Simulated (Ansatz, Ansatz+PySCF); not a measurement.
```xyz
5

C     0.5028   -0.0104   -0.0475
H     1.0938    0.6769    0.6109
H     1.1138   -0.6084   -0.6133
F    -0.3106    0.8060   -0.7436
F    -0.2633   -0.8180    0.7834
```

RHF on singlet CH₂F₂ was run in several spherical basis sets with Ansatz (development build ahead of 0.2.0).

Question: Rank the basis sets by the total energy that they give, lowest first, with the distance from the lowest.
A. def2-SVP
B. cc-pVDZ
C. aug-cc-pVDZ
D. 6-31G(d)
E. def2-TZVP
F. STO-3G
G. 6-31G
H. cc-pVTZ

Answer: E (0.00 eV), H (0.35 eV), C (2.07 eV), B (2.63 eV), D (3.12 eV), G (5.01 eV), A (8.11 eV), F (92.07 eV).

Totals follow the description of the cores as much as that of the bonds, so this order isn't one of quality for chemistry.
